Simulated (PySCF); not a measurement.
## How strong are the bonds of methylenimine?

System: methylenimine, `C=N` (CH3N). Optimised structure (Å), atoms numbered from 1:
```
C    -0.3811   -0.0284   -0.0115
N     0.7786   -0.5308   -0.0439
H    -1.2573   -0.6953   -0.0679
H    -0.6085    1.0517    0.0710
H     1.4883    0.2077    0.0174
```

These are calculated values, PBE0-D3(BJ)/def2-TZVP in PySCF (grid level 2) at geometries from PBE0-D3(BJ)/def2-SVP. Thermal corrections: PBE0-D3(BJ)/def2-SVP frequencies, unscaled, ideal gas at 298.15 K and 1 bar, quasi-RRHO entropy.

```jsonl
{"bond": "N2–H", "r / Å": "1.026", "radicals": "C=[N] + H•", "BDE(298 K) / kcal/mol": "83.8", "BDFE / kcal/mol": "75.8", "D₀ / kcal/mol": "82.3", "Dₑ / kcal/mol": "91.6"}
{"bond": "C1–H", "r / Å": "1.103", "radicals": "[CH]=N + H•", "BDE(298 K) / kcal/mol": "96.1", "BDFE / kcal/mol": "87.8", "D₀ / kcal/mol": "94.6", "Dₑ / kcal/mol": "104.0"}
```

Homolysis to relaxed radicals in the gas phase; the table need not hold every single bond outside rings.

Weakest of these: N2–H (83.8 kcal/mol); strongest: C1–H (96.1 kcal/mol).

Against the Active Thermochemical Tables (version 1.112): N2–H 368 (computed 351, error -17) kJ/mol.

Structures, frequencies and single points took 53 s of wall time on 1 thread of Arm Neoverse N1 (shared host), launched as `OMP_NUM_THREADS=1 python redox_run.py task.json out`.
